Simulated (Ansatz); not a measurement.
A (111) slab of Rh (Fm-3m (No. 225)), 6 planes, outer planes Rh (top) and Rh (bottom), with 6 atoms (Rh6) in a surface cell of A = 6.252 Å², as cut from the bulk:

```yaml
crystal:
  lattice:
    - [2.68694, 0.00000, 0.00000]
    - [-1.34347, 2.32696, 0.00000]
    - [0.00000, 0.00000, 25.96937]
  atoms:
    - { symbol: Rh, position: [0.66667, 0.33333, 0.28880] }
    - { symbol: Rh, position: [0.33333, 0.66667, 0.37328] }
    - { symbol: Rh, position: [0.00000, 0.00000, 0.45776] }
    - { symbol: Rh, position: [0.66667, 0.33333, 0.54224] }
    - { symbol: Rh, position: [0.33333, 0.66667, 0.62672] }
    - { symbol: Rh, position: [0.00000, 0.00000, 0.71120] }
```

Theory: DFT r2SCAN, scalar-relativistic, plane waves, PAW (Ansatz 0.2.0). Plane waves to 500 eV, a k mesh through Γ of 15×15×1 on the computed 6-atom cell and Gaussian smearing (0.10 eV); no spin polarisation. The cell repeats along c with a dipole correction in the vacuum.

Against the same 6 atoms in the bulk, the slab as cut lies 1.778 eV higher and the relaxed slab 1.758 eV higher.

Q: Work out the surface energy before and after relaxation.

A: The slab has two faces, so γ = (E_slab − N·E_bulk)/(2A), the mean of both. As cut: 1.778/(2 × 6.252) = 0.1422 eV/Å², and 1 eV/Å² = 16.02 J/m², so γ = 2.28 J/m². Relaxed: 1.758/(2 × 6.252) = 0.1406 eV/Å² = 2.25 J/m². Relaxation recovers 1.1 % of the cost of cutting.

Q: A cut through this plane breaks about 3 nearest-neighbour bonds a surface cell. What does each broken bond cost, before relaxation?

A: One cut makes two faces and costs 2γA = 1.778 eV, shared by 3 bonds: 0.59 eV a bond. In a metal this is less than the cohesive energy a bond, since the bonds that remain at the surface strengthen.

Q: What is the ideal work of this cut, per area?

A: Griffith's ideal work is 2γ: 4.56 J/m² if the new faces stay rigid, 4.50 J/m² if they relax. One thickness was run, 6 planes, so γ can still shift with it.